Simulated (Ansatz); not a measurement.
**C2H4Si: vertical ionisation energy**

The task here is to estimate one member of a computed series from the others.

Computed with Ansatz 0.2.0, Gaussian basis. Level: unrestricted cation, the program's frozen cores in correlated methods.

The runs, in order: UKS PBE-D4/def2-TZVPP; UKS r2SCAN-D4/def2-TZVPP; UKS PBE0-D4/def2-TZVPP; UKS B3LYP-D4/def2-TZVPP; UKS wB97X-V/def2-TZVPP; UKS wB97M-V/def2-TZVPP; UKS B2PLYP/def2-TZVPP; UHF-CCSD(T)/def2-TZVPP; UHF-MP2/def2-QZVPP; extrapolation to the limit; then −ε(HOMO) from the neutral's earlier runs with LDA (SPW92), PBE-D4, revPBE-D4, BLYP-D4, r2SCAN-D4, B97M-V, PBE0-D4, B3LYP-D4, r2SCANh-D4, r2SCAN0-D4, HSE06-D4, BHLYP-D4, CAM-B3LYP-D4, LC-ωPBE, ωB97X-V, ωB97M-V.

### Structure used throughout

The geometry comes from an earlier relaxation with PBE0-D4 in a triple-zeta def2 set; it is a stationary point, not always the lowest conformer.

SMILES `C1=C[SiH2]1`, 7 atoms, charge 0, spin multiplicity 1.

Atoms are counted from 1 here; the program's logs count them from 0.

Bond lengths: C1–C2 1.330 Å, C1–Si3 1.808 Å, C1–H4 1.083 Å, C2–Si3 1.808 Å, C2–H5 1.083 Å, Si3–H6 1.482 Å, Si3–H7 1.482 Å. Angles: C2–C1–Si3 68.4°, C2–C1–H4 135.9°, Si3–C1–H4 155.7°, C1–C2–Si3 68.4°, C1–C2–H5 135.9°, Si3–C2–H5 155.7°, C1–Si3–C2 43.2°, C1–Si3–H6 121.6°, C1–Si3–H7 121.6°, C2–Si3–H6 121.6°, C2–Si3–H7 121.6°, H6–Si3–H7 111.4°.

Set-up of the first run:

in.yaml reads:

```yaml
crystal:
  periodic: [false, false, false]
  atoms:
    - {symbol: C, position_ang: [-0.841334, -0.464576, -0.262696]}
    - {symbol: C, position_ang: [0.299938, -0.282121, -0.920942]}
    - {symbol: Si, position_ang: [0.360954, 0.448616, 0.731181]}
    - {symbol: H, position_ang: [-1.791683, -0.940047, -0.471751]}
    - {symbol: H, position_ang: [0.683382, -0.544362, -1.899278]}
    - {symbol: H, position_ang: [0.246391, 1.912040, 0.938184]}
    - {symbol: H, position_ang: [1.103554, -0.197550, 1.839603]}
basis:
  gaussian: {orbitals: def2-TZVPP}
total_charge: 1
magnetization: {spin_polarized: true, initial_magnetization: 1}
hamiltonian: {xc: pbe, dispersion: d4}
```

Command:

```bash
$ ansatz run in.yaml --threads 2 --pin off --events-out ev --progress --plain --max-ram 4352MiB
```

Among the steps run: Cation, UKS PBE-D4/def2-TZVPP; Cation, UKS r2SCAN-D4/def2-TZVPP; Cation, UKS PBE0-D4/def2-TZVPP; Cation, UKS B3LYP-D4/def2-TZVPP; Cation, UKS wB97X-V/def2-TZVPP; Cation, UKS wB97M-V/def2-TZVPP; Cation, UKS B2PLYP (frozen core)/def2-TZVPP; Cation, UHF-CCSD(T)/def2-TZVPP; Cation, UHF-MP2/def2-QZVPP.

One of the session's tables, all rows but one given; the rest of the session is left out.

It belongs to the step «Ionisation energies side by side». For comparison, −ε(HOMO) of the neutral from earlier runs:

```
  functional  −ε(HOMO) (eV)
 LDA (SPW92)           6.44
      PBE-D4           6.34
   revPBE-D4           6.29
     BLYP-D4           6.20
   r2SCAN-D4           6.55
      B97M-V           6.62
     PBE0-D4              ?
    B3LYP-D4           7.28
  r2SCANh-D4           6.98
  r2SCAN0-D4           7.63
    HSE06-D4           7.09
    BHLYP-D4           8.55
CAM-B3LYP-D4           8.80
     LC-ωPBE          10.14
     ωB97X-V           9.79
     ωB97M-V           9.64
```

Q: Estimate the row for PBE0-D4 from the others.

The run gave: −ε(HOMO) (eV): 7.49. In the column «−ε(HOMO) (eV)» it lies between B3LYP-D4 (7.28) and r2SCAN0-D4 (7.63).
